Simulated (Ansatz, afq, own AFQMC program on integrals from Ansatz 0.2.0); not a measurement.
Integrals from Ansatz 0.2.0, then the random walk in our own AFQMC program (afq).

```yaml
crystal:
  periodic: [false, false, false]
  atoms:
    - {symbol: Cl, position_ang: [0.000000, 0.000000, 0.000000]}
    - {symbol: H, position_ang: [0.000000, 0.000000, 1.278800]}
basis:
  gaussian: {orbitals: cc-pVTZ}
total_charge: 1
magnetization: {spin_polarized: false, initial_magnetization: 1}
correlation: {method: ccsd_t, electrons: outside_noble_gas, hamiltonian_folder: ham}
```

```sh
$ ansatz run in.yaml --threads 1 --pin off --events-out ev --progress --plain --max-ram 1843MiB
```

Options of the walk:

```
--method free --trial cisd --walkers 60 --time-step 0.03 --max-blocks 80 --target-error 0.00032 --factor-cut 1e-05 --seed 2446 --times 0,0.3,0.6,1.2,1.8,2.4,3.6,4.8,6 --taylor-order 8
```

Times are imaginary, in 1/Eh. The walk had a cap of 1404 s.

afq prints:

```
orbitals 43  electrons 4 3  factors 264 of 272
reference energy -459.67721422 Eh
CCSD correlation -0.19146059 Eh in 8 cycles, weight of the determinant in the CISD state 0.9282
repeat  energy at the last time / Eh  error
    10  -459.875362  0.000995
    20  -459.876044  0.000850
    30  -459.874595  0.000626
    40  -459.874457  0.000581
    50  -459.874627  0.000535
    60  -459.874918  0.000513
    70  -459.875296  0.000519
    80  -459.875284  0.000511
time / (1/Eh)  energy / Eh  error  mean overlap
  0.00  -459.868608  0.000062  1.0767
  0.30  -459.873268  0.000128  1.0819
  0.60  -459.874832  0.000148  1.0718
  1.20  -459.875209  0.000161  1.0747
  1.80  -459.874992  0.000187  1.1005
  2.40  -459.875675  0.000255  1.0990
  3.60  -459.875928  0.000396  1.1183
  4.80  -459.875771  0.000493  1.0894
  6.00  -459.875284  0.000511  1.0925
energy -459.875284 +/- 0.000511 Eh
```

The run passed its tests (error under three times the target), which doesn't prove that it has relaxed.

Against this walk (error 13.9 meV) on the same determinant: CCSD(T) 20.2 meV higher (within the noise), CCSDT(Q) 3.4 meV lower (within the noise). The error is statistical, and a free projection of finite length keeps a remainder of its start.

Cautions: remainder of the start not in the error; error above the target (13.9 against 8.7 meV).

The walk took 5.5 min on 1 thread of Arm Neoverse V1, with other jobs on the host. The log's last line is the free-projection energy.

CCSDT and higher add their correlation energy to the determinant of the CCSD(T) run, since their own runs factorise the integrals more tightly (a shift of under 2 meV). A walk keeps the symmetry of its determinant, which the program's search chose and which needn't be the lowest solution, so a lower state of the same spin and another symmetry isn't excluded.
